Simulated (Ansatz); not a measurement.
**CH₃+ (triplet): the correlation ladder at a displaced geometry (v1), cc-pVTZ**

An exercise on one series of results from a longer session: the logs are not shown, and one member is left open.

Program: Ansatz 0.2.0, Gaussian basis. Level of theory: cc-pVTZ, core rule «outside noble gas», up to 1 orbitals frozen. These are calculated values, not measurements.

To be run: UHF; CCSD(T) on ROHF; CCSD(T) on UHF; BCCD(T) on ROHF; CCSDT(Q) on ROHF; CCSDT(Q) on UHF; CASSCF and MRCISD+Q, 6 electrons in 7 orbitals; CASSCF and NEVPT2, 6 electrons in 7 orbitals.

15 further runs of the same task are left out: 4 that didn't finish, 11 set aside as unsound or not needed.

## The system

The geometry is a PBE0/def2-TZVP stationary point (not a proven minimum) with its atoms shifted at random (size 0.040 Å).

4 atoms, charge 1, spin multiplicity 3.

Atoms are counted from 1 here; the program's logs count them from 0.

Bond lengths: C1–H2 1.170 Å, C1–H3 1.031 Å, C1–H4 1.203 Å. Angles: H2–C1–H3 142.8°, H2–C1–H4 70.6°, H3–C1–H4 146.6°.

Set-up of the first run:

Contents of in.yaml:

```yaml
crystal:
  periodic: [false, false, false]
  atoms:
    - {symbol: C, position_ang: [0.000627, -0.000495, 0.060743]}
    - {symbol: H, position_ang: [-0.000206, 0.666822, -0.900446]}
    - {symbol: H, position_ang: [0.047758, 0.042673, 1.089888]}
    - {symbol: H, position_ang: [-0.055019, -0.703600, -0.913256]}
basis:
  gaussian: {orbitals: cc-pVTZ}
total_charge: 1
magnetization: {spin_polarized: true, initial_magnetization: 2}
hamiltonian: {xc: hf}
output: {orbitals: {seedname: orbitals}}
```

On the command line:

```sh
ansatz run in.yaml --threads 1 --pin off --events-out ev --progress --plain --max-ram 2393MiB
```

Among the steps run: UHF; CCSD(T) on ROHF; CCSD(T) on UHF; BCCD(T) on ROHF; CCSDT(Q) on ROHF; CCSDT(Q) on UHF; CASSCF and MRCISD+Q, 6 electrons in 7 orbitals; CASSCF and NEVPT2, 6 electrons in 7 orbitals.

One of the session's tables, all rows but one given; the rest of the session is left out.

It belongs to the step «Misses and costs». 

| method | from UCCSDT(Q) (kJ/mol) |
| --- | --- |
| ROHF | +402.7 |
| UHF | +383.8 |
| RMP2 | +63.4 |
| UMP2 | +64.6 |
| RCCSD | +11.7 |
| UCCSD | +11.2 |
| RCCSD(T) | +1.8 |
| UCCSD(T) | +1.7 |
| BCCD(T) | +1.8 |
| RCCSDT | +0.4 |
| UCCSDT | +0.2 |
| RCCSDT(Q) | +0.2 |
| UCCSDT(Q) | 0 |
| CASSCF valence | +263.0 |
| NEVPT2 valence | +49.3 |
| MRCISD valence | ? |
| MRCISD+Q valence | +1.5 |

Estimate the missing values for MRCISD valence.

**Answer.** from UCCSDT(Q) (kJ/mol): +10.0. In the column «from UCCSDT(Q) (kJ/mol)» it lies between BCCD(T) (+1.8) and UCCSD (+11.2).

Limits of these values: Restricted and unrestricted rows rest on different reference determinants; where their highest levels disagree by more than a few hundredths of an eV, they describe different states and don't form one ladder.
